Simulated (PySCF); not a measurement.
Bonds (- single, = double, # triple, : aromatic): C1-C2 1.522 Å, C2-O3 1.408 Å, O3-C4 1.390 Å, C4-O5 1.390 Å, O5-C6 1.408 Å, C6-C1 1.522 Å. C1 carries H7, H8; C2 carries H9, H10; C4 carries H11, H12; C6 carries H13, H14.

PySCF 2.14.0 with density-fitted response routines calculation with GIAO CAM-B3LYP/pcSseg-2 shieldings and geometry from PBE0-D3(BJ)/def2-SVP; no solvent model, one computed conformer, relativity neglected, equivalent nuclei averaged.

δ = σ(ref) − σ, references computed at the same level: TMS for ¹³C (σ = 182.55 ppm) and ¹H (σ = 31.34 ppm); ¹⁷O (σ = 329.76 ppm) against H2O.

```json
{"atoms": "C4", "nucleus": "¹³C", "count": "1", "δ (ppm)": "99.4"}
{"atoms": "H11/H12", "nucleus": "¹H", "count": "2", "δ (ppm)": "4.78"}
{"atoms": "H7/H8", "nucleus": "¹H", "count": "2", "δ (ppm)": "1.55"}
{"atoms": "C2/C6", "nucleus": "¹³C", "count": "2", "δ (ppm)": "70.9"}
{"atoms": "H9/H10/H13/H14", "nucleus": "¹H", "count": "4", "δ (ppm)": "?"}
{"atoms": "O3/O5", "nucleus": "¹⁷O", "count": "2", "δ (ppm)": "?"}
{"atoms": "C1", "nucleus": "¹³C", "count": "1", "δ (ppm)": "31.1"}
```

Complete the table.

Answers


- H9/H10/H13/H14: 3.78 ppm, hydrogen on an sp3 CH2 bonded to O; its carbon carries O, an electronegative neighbour
- O3/O5: 75.6 ppm, ether oxygen

Shifts are as computed, not scaled to solution data. Of 1211 compounds with measured shifts, 218 miss one by over three times the rms of a fit or turn the order of signals round; such compounds aren't used in these exercises. Experimental scales use liquid or dissolved standards, which lie at an offset from isolated H2O (liquid H2O: subtract about 36 ppm).
